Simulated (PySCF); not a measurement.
# Electronic absorption of 2-methyl-1-propanol

Compound: 2-methyl-1-propanol, C4H10O.
SMILES with atom numbers: `[CH3:1][CH:2]([CH3:3])[CH2:4][OH:5]` (hydrogens: H6, H7, H8 on C1; H9 on C2; H10, H11, H12 on C3; H13, H14 on C4; H15 on O5)

Cartesian coordinates in Å at the GFN2-xTB level; atoms count from 1:
```xyz
15
C4H10O angstrom
C      1.2668   -0.7369    0.1646
C      0.0016    0.0952    0.3555
C      0.2882    1.5818    0.1675
C     -1.0851   -0.3647   -0.6255
O     -1.4731   -1.7041   -0.4340
H      1.9973   -0.5115    0.9381
H      1.7122   -0.5259   -0.8051
H      1.0271   -1.7967    0.2070
H     -0.3722   -0.0643    1.3761
H      1.0579    1.9093    0.8623
H     -0.6079    2.1739    0.3418
H      0.6349    1.7744   -0.8454
H     -0.7077   -0.3163   -1.6496
H     -1.9587    0.3001   -0.5473
H     -1.7858   -1.8062    0.4720
```

Method used: TDDFT CAM-B3LYP/def2-SVPD, vertical, gas phase, core orbitals frozen in the response in PySCF.

Q: List the vertical singlet excitations with oscillator strengths and describe the spectrum.

A: 

| state | E (eV) | E (kJ/mol) | λ (nm) | f | main configurations (H = HOMO, L = LUMO) |
| --- | --- | --- | --- | --- | --- |
| S1 | 6.96 | 671 | 178.2 | 0.0042 | H→L (78%), H→L+1 (15%) |
| S2 | 8.17 | 789 | 151.7 | 0.030 | H→L+1 (62%), H→L+3 (12%), H→L (12%) |
| S3 | 8.43 | 813 | 147.2 | 0.0088 | H-1→L (43%), H→L+2 (32%), H→L+3 (9%) |
| S4 | 8.49 | 819 | 146.1 | 0.013 | H-1→L (38%), H→L+2 (29%), H→L+3 (9%) |
| S5 | 8.71 | 840 | 142.4 | 0.018 | H→L+3 (55%), H→L+2 (23%) |
| S6 | 9.11 | 879 | 136.1 | 0.016 | H-2→L (39%), H-1→L+1 (26%), H-3→L (14%) |
| S7 | 9.23 | 890 | 134.4 | 0.049 | H-2→L (49%), H-1→L+1 (29%), H-3→L (9%) |
| S8 | 9.43 | 910 | 131.4 | 0.040 | H-3→L (38%), H-1→L+3 (21%), H-1→L+1 (21%) |

Triplets, Tamm–Dancoff:

```tsv
state	E (eV)	λ (nm)	main configurations (H = HOMO, L = LUMO)
T1	6.66	186.1	H→L (72%), H→L+1 (17%)
T2	7.99	155.2	H→L+1 (55%), H→L (16%), H→L+4 (11%)
T3	8.14	152.2	H-1→L (69%)
```

The lowest singlet lies at 6.96 eV (178 nm, vacuum ultraviolet) and is very weak; its leading configuration is HOMO→LUMO (78%). The most intense listed level is S7 at 9.23 eV (134 nm, f = 0.049), 2.27 eV above S1. Löwdin shares by element: HOMO oxygen 54%, carbon 26% or more, hydrogen 7% or more; LUMO hydrogen 25% or more, oxygen 21%, carbon 11% or more (atoms not listed hold the other 43%). Orbital energies (eV): HOMO-3 -11.16, HOMO-2 -10.93, HOMO-1 -10.46, HOMO -9.29, LUMO 1.24, LUMO+1 1.64, LUMO+2 2.17. The oscillator strengths of these states sum to 0.178; summed over the whole spectrum of an exact calculation they would give the number of electrons, 42 (Thomas–Reiche–Kuhn). Of the 8 states listed, 6 reach f = 0.01 and none stays under 0.0005. Only the lowest 8 singlets were computed, as vertical energies without vibronic structure.

Hardware: one thread of an Arm Neoverse V1, no GPU, on a shared host. Cost: 30 s of wall time.

One conformer stands for the species.
